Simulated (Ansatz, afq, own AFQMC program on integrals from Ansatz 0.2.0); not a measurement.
**Where AFQMC and coupled cluster stand for AlSiH, triplet**

```tsv
atom	x (Å)	y (Å)	z (Å)
Si	0.0000	0.0000	5.8296
Al	0.0000	0.0000	-2.1154
H	0.0000	0.0000	-3.7142
```

Connectivity, by distances: Si ··· AlH.

Basis 6-31G. Only valence electrons are correlated. Ansatz 0.2.0 and our own AFQMC program on the same integrals; the CISD trial comes from CCSD amplitudes, and released means the phaseless constraint is let go. Uncertainties: one standard error, sampling alone.

Determinant: ROHF, the one that the program's search chose, which needn't be the lowest solution. The geometry is a point of a scan.

Full CI on the same integrals is exact in this basis and with this determinant's frozen core.

Cautions: lower spins were not checked.

```
T1 diagnostic                               : 0.0109
weight of the determinant in the CISD state : 0.910
size of the correlated space                : 8 electrons in 18 orbitals
```

```
  level  correlation energy (eV)
    MP2                  -1.1784
   CCSD                  -1.8743
CCSD(T)                  -1.8850
```

(1) Estimate where full CI lies against CCSD(T) on the same integrals.

(1) 0.6 kJ/mol below CCSD(T).

Reference: full CI, correlation energy -1.891 eV. The released energy is read at 2.40 1/Eh (meV from the phaseless value at times in 1/Eh: -0.9 ± 0.8 at 0.24, -1.6 ± 0.7 at 0.51, -2.0 ± 0.7 at 0.99, -3.3 ± 0.6 at 1.62, -4.1 ± 0.8 at 2.40).

```json
{"level": "CCSD(T)", "E − E(reference) (kJ/mol)": "0.6", "share of correlation (%)": "99.68"}
{"level": "CCSDT", "E − E(reference) (kJ/mol)": "0.1", "share of correlation (%)": "99.92"}
{"level": "CCSDT(Q)", "E − E(reference) (kJ/mol)": "0.0", "share of correlation (%)": "99.97"}
{"level": "CCSDTQ", "E − E(reference) (kJ/mol)": "0.0", "share of correlation (%)": "100.00"}
{"level": "ph-AFQMC/CISD", "E − E(reference) (kJ/mol)": "0.6 ± 0.1", "share of correlation (%)": "99.70"}
{"level": "released AFQMC", "E − E(reference) (kJ/mol)": "0.2 ± 0.08", "share of correlation (%)": "99.91"}
```

CCSDT and higher add their correlation energy to the determinant of the CCSD(T) run, since their own runs factorise the integrals more tightly (a shift of under 2 meV). A walk keeps the symmetry of its determinant, which the program's search chose and which needn't be the lowest solution, so a lower state of the same spin and another symmetry isn't excluded. Released energies are given only where the last usable release times agree within the noise; a slower fall can still hide under it.
